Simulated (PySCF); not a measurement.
Solvent effects on NMR parameters

Structure with atom numbers: `[CH2:1]=[N:2][C:3](=[CH2:4])[F:5]`. Hydrogens are named by the atom that carries them. Ha(C1) is cis to C3; Ha(C4) is cis to N2; Hb(C1) is trans to C3; Hb(C4) is trans to N2.

GIAO PBE0/pcSseg-1 in PySCF 2.14.0 with density-fitted response routines on one PBE0-D3(BJ)/def2-SVP conformer, non-relativistic, equivalent nuclei averaged. Solvents enter as an IEF-PCM continuum (chloroform with ε = 4.7, dimethylsulfoxide with ε = 46.8) around the gas-phase geometry. Shifts are referred to TMS, CFCl3 computed in the same medium.

Gas phase, δ in ppm: C3 169.0, C1 155.2, C4 102.8, F5 -110.6, Ha(C1) 7.60, Hb(C1) 7.26, Ha(C4) 5.13, Hb(C4) 4.96. Dipole moment 0.65 D.

**Question.** How does each δ change in the continuum?

**Answer.** 
```tsv
atoms	environment	Δδ, chloroform	Δδ, dimethylsulfoxide
C3	fully substituted alkene carbon	+0.7	+1.0
C1	C=N carbon	+5.1	+7.4
C4	terminal =CH2 carbon	+0.5	+0.6
F5	vinylic fluorine	-0.5	-0.1
Ha(C1)	hydrogen on a C=N carbon	+0.13	+0.19
Hb(C1)	hydrogen on a C=N carbon	+0.19	+0.27
Ha(C4)	hydrogen on a terminal =CH2 carbon	+0.09	+0.11
Hb(C4)	hydrogen on a terminal =CH2 carbon	+0.16	+0.21
```

Changes are relative to the gas phase. The dipole moment becomes 0.88 D in chloroform, 0.99 D in dimethylsulfoxide.

**Question.** Which nuclei move most (in ppm), and what does the model miss?

**Answer.** C1 (C=N carbon, +7.4 ppm) in dimethylsulfoxide. A continuum only polarises the solute; specific hydrogen bonds, the anisotropy of aromatic solvents and changes of geometry or conformer are outside it.
